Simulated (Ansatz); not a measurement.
Ansatz (a first-principles code) input (B3LYP-D3(BJ)/def2-TZVP):

Ansatz 0.2 input:
```yaml
crystal:
  periodic: [false, false, false]
  atoms:
    - {symbol: N, position_ang: [-0.00000000, -0.00000000, -0.12998002]}
    - {symbol: H, position_ang: [0.00000000, 0.00000000, 0.90986017]}
basis:
  gaussian:
    orbitals: def2-TZVP
hamiltonian:
  xc: b3lyp
  dispersion: d3bj
phonons: {temperatures: {t_min: 298.15, t_max: 298.15, t_step: 100}}
```

Output:

```
Functional definition: B3LYP
integrals: 0.00 GiB planned
199 factors; their error is unknown
mean field: 0.06 GiB planned
mean field evaluation 1: about -1500.2134 eV, gradient 2.0e1 eV
mean field evaluation 2: about -1500.0042 eV, gradient 2.2e1 eV
mean field evaluation 4: about -1501.0965 eV, gradient 5.9e-2 eV
mean field evaluation 8: about -1501.0881 eV, gradient 2.1e-4 eV
mean field -1501.08807021 eV, -55.1639691062 hartree, gradient 9.9e-6 eV, S^2 0.000000; 0 other end points of the search recorded, 0 dependent functions left out
the calculation of the forces begins
reference -1501.08819319 eV, -55.1639736257 hartree; 4, 4 occupied and 33, 33 virtual orbitals, 199 factors
these checks for a lower state are left out or cut short: stability, starts, cluster_reference, orbital_swaps, neighbouring_geometries, increment
integrals: 0.00 GiB planned
199 factors; their error is unknown
mean field: 0.06 GiB planned
mean field evaluation 16: about -1501.0880 eV, gradient 2.8e-1 eV
mean field -1501.08807021 eV, -55.1639691062 hartree, gradient 1.1e-6 eV, S^2 0.000000; 0 other end points of the search recorded, 0 dependent functions left out
the calculation of the forces begins
reference -1501.08819319 eV, -55.1639736257 hartree; 4, 4 occupied and 33, 33 virtual orbitals, 199 factors
these checks for a lower state are left out or cut short: stability, starts, cluster_reference, orbital_swaps, neighbouring_geometries, increment
integrals: 0.00 GiB planned
199 factors; their error is unknown
mean field: 0.06 GiB planned
mean field -1501.08807021 eV, -55.1639691062 hartree, gradient 1.1e-6 eV, S^2 0.000000; 0 other end points of the search recorded, 0 dependent functions left out
the calculation of the forces begins
reference -1501.08819319 eV, -55.1639736257 hartree; 4, 4 occupied and 33, 33 virtual orbitals, 199 factors
these checks for a lower state are left out or cut short: stability, starts, cluster_reference, orbital_swaps, neighbouring_geometries, increment
integrals: 0.00 GiB planned
199 factors; their error is unknown
mean field: 0.06 GiB planned
mean field evaluation 32: about -1501.0880 eV, gradient 2.8e-1 eV
mean field -1501.08807021 eV, -55.1639691062 hartree, gradient 1.1e-6 eV, S^2 0.000000; 0 other end points of the search recorded, 0 dependent functions left out
the calculation of the forces begins
reference -1501.08819319 eV, -55.1639736257 hartree; 4, 4 occupied and 33, 33 virtual orbitals, 199 factors
these checks for a lower state are left out or cut short: stability, starts, cluster_reference, orbital_swaps, neighbouring_geometries, increment
integrals: 0.00 GiB planned
199 factors; their error is unknown
mean field: 0.06 GiB planned
mean field -1501.08807021 eV, -55.1639691062 hartree, gradient 1.1e-6 eV, S^2 0.000000; 0 other end points of the search recorded, 0 dependent functions left out
the calculation of the forces begins
reference -1501.08819319 eV, -55.1639736257 hartree; 4, 4 occupied and 33, 33 virtual orbitals, 199 factors
these checks for a lower state are left out or cut short: stability, starts, cluster_reference, orbital_swaps, neighbouring_geometries, increment
integrals: 0.00 GiB planned
199 factors; their error is unknown
mean field: 0.06 GiB planned
mean field -1501.08795298 eV, -55.1639647980 hartree, gradient 1.1e-6 eV, S^2 0.000000; 0 other end points of the search recorded, 0 dependent functions left out
the calculation of the forces begins
reference -1501.08807594 eV, -55.1639693167 hartree; 4, 4 occupied and 33, 33 virtual orbitals, 199 factors
these checks for a lower state are left out or cut short: stability, starts, cluster_reference, orbital_swaps, neighbouring_geometries, increment
integrals: 0.00 GiB planned
199 factors; their error is unknown
mean field: 0.06 GiB planned
mean field -1501.08795420 eV, -55.1639648428 hartree, gradient 1.1e-6 eV, S^2 0.000000; 0 other end points of the search recorded, 0 dependent functions left out
the calculation of the forces begins
reference -1501.08807720 eV, -55.1639693632 hartree; 4, 4 occupied and 33, 33 virtual orbitals, 199 factors
these checks for a lower state are left out or cut short: stability, starts, cluster_reference, orbital_swaps, neighbouring_geometries, increment
integrals: 0.00 GiB planned
199 factors; their error is unknown
mean field: 0.06 GiB planned
mean field evaluation 64: about -1501.0880 eV, gradient 2.8e-1 eV
mean field -1501.08807021 eV, -55.1639691062 hartree, gradient 1.1e-6 eV, S^2 0.000000; 0 other end points of the search recorded, 0 dependent functions left out
the calculation of the forces begins
reference -1501.08819319 eV, -55.1639736257 hartree; 4, 4 occupied and 33, 33 virtual orbitals, 199 factors
these checks for a lower state are left out or cut short: stability, starts, cluster_reference, orbital_swaps, neighbouring_geometries, increment
integrals: 0.00 GiB planned
199 factors; their error is unknown
mean field: 0.06 GiB planned
mean field -1501.08807021 eV, -55.1639691062 hartree, gradient 1.1e-6 eV, S^2 0.000000; 0 other end points of the search recorded, 0 dependent functions left out
the calculation of the forces begins
reference -1501.08819319 eV, -55.1639736257 hartree; 4, 4 occupied and 33, 33 virtual orbitals, 199 factors
these checks for a lower state are left out or cut short: stability, starts, cluster_reference, orbital_swaps, neighbouring_geometries, increment
integrals: 0.00 GiB planned
199 factors; their error is unknown
mean field: 0.06 GiB planned
mean field -1501.08807021 eV, -55.1639691062 hartree, gradient 1.1e-6 eV, S^2 0.000000; 0 other end points of the search recorded, 0 dependent functions left out
the calculation of the forces begins
reference -1501.08819319 eV, -55.1639736257 hartree; 4, 4 occupied and 33, 33 virtual orbitals, 199 factors
these checks for a lower state are left out or cut short: stability, starts, cluster_reference, orbital_swaps, neighbouring_geometries, increment
integrals: 0.00 GiB planned
199 factors; their error is unknown
mean field: 0.06 GiB planned
mean field -1501.08807021 eV, -55.1639691062 hartree, gradient 1.1e-6 eV, S^2 0.000000; 0 other end points of the search recorded, 0 dependent functions left out
the calculation of the forces begins
reference -1501.08819319 eV, -55.1639736257 hartree; 4, 4 occupied and 33, 33 virtual orbitals, 199 factors
these checks for a lower state are left out or cut short: stability, starts, cluster_reference, orbital_swaps, neighbouring_geometries, increment
integrals: 0.00 GiB planned
199 factors; their error is unknown
mean field: 0.06 GiB planned
mean field evaluation 96: about -1501.0879 eV, gradient 2.8e-1 eV
mean field -1501.08795420 eV, -55.1639648428 hartree, gradient 1.1e-6 eV, S^2 0.000000; 0 other end points of the search recorded, 0 dependent functions left out
the calculation of the forces begins
reference -1501.08807720 eV, -55.1639693632 hartree; 4, 4 occupied and 33, 33 virtual orbitals, 199 factors
these checks for a lower state are left out or cut short: stability, starts, cluster_reference, orbital_swaps, neighbouring_geometries, increment
integrals: 0.00 GiB planned
199 factors; their error is unknown
mean field: 0.06 GiB planned
mean field -1501.08795298 eV, -55.1639647980 hartree, gradient 1.1e-6 eV, S^2 0.000000; 0 other end points of the search recorded, 0 dependent functions left out
the calculation of the forces begins
reference -1501.08807594 eV, -55.1639693167 hartree; 4, 4 occupied and 33, 33 virtual orbitals, 199 factors
Total energy: -1501.09700976 eV, -55.1642976286 hartree
Atom 0 at    -0.000000    -0.000000    -0.129980 Å, force    -0.000000     0.000000    -0.000055 eV/Å
Atom 1 at     0.000000     0.000000     0.909860 Å, force     0.000000    -0.000000     0.000055 eV/Å
Dipole moment:     0.000000     0.000000     0.339875 e Å
Vibrations: 3285.20 cm⁻¹, zero-point energy 0.203657 eV
```

This is an excited singlet: at this geometry the triplet lies 1.85 eV lower at CCSD(T)/CBS(aug-cc-pVTZ,aug-cc-pVQZ).
